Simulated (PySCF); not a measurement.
## Neon: a sound run and one with changed settings

Sound run: Ne [Ne], Ne⁺ [He] 2s2 2p5. All numbers are calculated (PySCF 2.14, the non-relativistic Hamiltonian (point nucleus), in def2-SVP (3s2p1d, 14 functions)). The sound run starts from symmetry-adapted Hartree-Fock orbitals and uses a fine grid where one is needed.

Changed run: radial step 0.5 in ln r (0.13 in the sound run). This setting is unsound on purpose.

| species | method | sound run (hartree) | changed run (hartree) | converged |
| --- | --- | --- | --- | --- |
| Ne | UHF | -128.37641 | -128.37641 | yes |
| Ne | M06-L | -128.79312 | -128.82955 | yes |
| Ne | MN15 | -128.71502 | -128.72033 | yes |
| Ne⁺ | UHF | -127.64829 | -127.64829 | yes |
| Ne⁺ | M06-L | -128.00408 | -128.02676 | yes |
| Ne⁺ | MN15 | -127.92839 | -127.92968 | yes |

Ionisation energy of Ne:

```
method  sound run (eV)  changed run (eV)
   UHF          19.813            19.813
 M06-L          21.471            21.845
  MN15          21.405            21.515
```

A coarse radial grid mis-integrates the density and the exchange-correlation energy, with errors of either sign; Hartree-Fock needs no grid.

For comparison, NIST gives 21.565 eV between the lowest levels.
